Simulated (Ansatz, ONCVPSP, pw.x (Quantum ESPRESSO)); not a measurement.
# pw.x on fcc Sc: one setting changed

Potential: optimised norm-conserving Vanderbilt (ONCV), ONCVPSP 4.0.1, PBEsol; core [Ne], reference 3s2 3p6 3d1 4s2; waves: 3s+4s: rc 2.10 bohr, ncon 5, nbas 8, qcut 6 1/bohr, 2 projectors; 3p: rc 1.70 bohr, ncon 4, nbas 8, qcut 8 1/bohr, 1 projector; 3d: rc 1.55 bohr, ncon 4, nbas 8, qcut 9.2 1/bohr, local; local part: the d channel; core correction: none.

The reference run (k-mesh 12³, cutoffs 90/360 Ry, Fermi–Dirac 0.01 Ry, mixing_beta 0.4, conv_thr 1e-9, no spin) gives 0.34 GPa at 23.782 Å³/atom, where all-electron LAPW gives 0.02 GPa. This run, with its own iteration cap, changes nspin = 2 with starting_magnetization to -0.3.

```
&control
  calculation='scf', prefix='x', pseudo_dir='./', outdir='./tmp', tstress=.true., disk_io='none'
/
&system
  ibrav=0, nat=1, ntyp=1, ecutwfc=90, ecutrho=360, nbnd=13,
  occupations='smearing', smearing='fd', degauss=0.01, nspin=2, starting_magnetization(1)=-0.3
/
&electrons
  conv_thr=1e-09, mixing_beta=0.4, electron_maxstep=50
/
ATOMIC_SPECIES
Sc 1.0 Sc.UPF
CELL_PARAMETERS angstrom
  0.00000000 2.28247551 2.28247551
  2.28247551 0.00000000 2.28247551
  2.28247551 2.28247551 0.00000000
ATOMIC_POSITIONS crystal
Sc 0.0000 0.0000 0.0000
K_POINTS automatic
12 12 12 0 0 0
```

```bash
pw.x < Sc.scf.in > Sc.scf.out
```

Problem. How does the run end?

Solution. It converges in 12 iterations; the free energy moves by +0.0 meV/atom and the pressure by +0.00 GPa. The result is that of the reference run.

```
Message from routine setup:
     using ibrav=0 with symmetry is DISCOURAGED, use correct ibrav instead
     lattice parameter (alat)  =       6.0999  a.u.
     unit-cell volume          =     160.4889 (a.u.)^3
     number of electrons       =        11.00
     number of Kohn-Sham states=           13
     kinetic-energy cutoff     =      90.0000  Ry
     charge density cutoff     =     360.0000  Ry
     scf convergence threshold =      1.0E-09
     Exchange-correlation= PBESOL
     atomic species   magnetization
     number of k points=    72  Fermi-Dirac smearing, width (Ry)=  0.0100
     iteration #  1     ecut=    90.00 Ry     beta= 0.40
     total energy              =     -93.86884503 Ry
     estimated scf accuracy    <       0.08515238 Ry
     total magnetization       =    -1.36 Bohr mag/cell
     absolute magnetization    =     1.36 Bohr mag/cell
     iteration #  2     ecut=    90.00 Ry     beta= 0.40
     total energy              =     -93.91158091 Ry
     estimated scf accuracy    <       0.03665655 Ry
     total magnetization       =    -1.18 Bohr mag/cell
     absolute magnetization    =     1.18 Bohr mag/cell
     iteration #  3     ecut=    90.00 Ry     beta= 0.40
     total energy              =     -93.92192721 Ry
     estimated scf accuracy    <       0.00047213 Ry
     total magnetization       =    -0.69 Bohr mag/cell
     absolute magnetization    =     0.69 Bohr mag/cell
     [... 6 iterations left out ...]
     iteration # 10     ecut=    90.00 Ry     beta= 0.40
     total energy              =     -93.92554527 Ry
     estimated scf accuracy    <       0.00000001 Ry
     total magnetization       =    -0.00 Bohr mag/cell
     absolute magnetization    =     0.00 Bohr mag/cell
     iteration # 11     ecut=    90.00 Ry     beta= 0.40
     total energy              =     -93.92554532 Ry
     estimated scf accuracy    <          1.9E-09 Ry
     total magnetization       =     0.00 Bohr mag/cell
     absolute magnetization    =     0.00 Bohr mag/cell
     iteration # 12     ecut=    90.00 Ry     beta= 0.40
     the Fermi energy is     9.5765 ev
!    total energy              =     -93.92554532 Ry
     estimated scf accuracy    <          9.6E-11 Ry
     smearing contrib. (-TS)   =      -0.00804132 Ry
     The total energy is F=E-TS. E is the sum of the following terms:
     one-electron contribution =     -38.80825076 Ry
     hartree contribution      =      21.28747770 Ry
     xc contribution           =     -12.08700534 Ry
     ewald contribution        =     -64.30972560 Ry
     total magnetization       =     0.00 Bohr mag/cell
     absolute magnetization    =     0.00 Bohr mag/cell
     convergence has been achieved in  12 iterations
          total   stress  (Ry/bohr**3)                   (kbar)     P=        3.42
     Message from routine punch:
     Nothing written, as per user request (disk_io='none')
```

The run took about 66 s on one core of a shared host (Intel(R) Xeon(R) 6975P-C, 192 threads, 756 GiB, load 160).
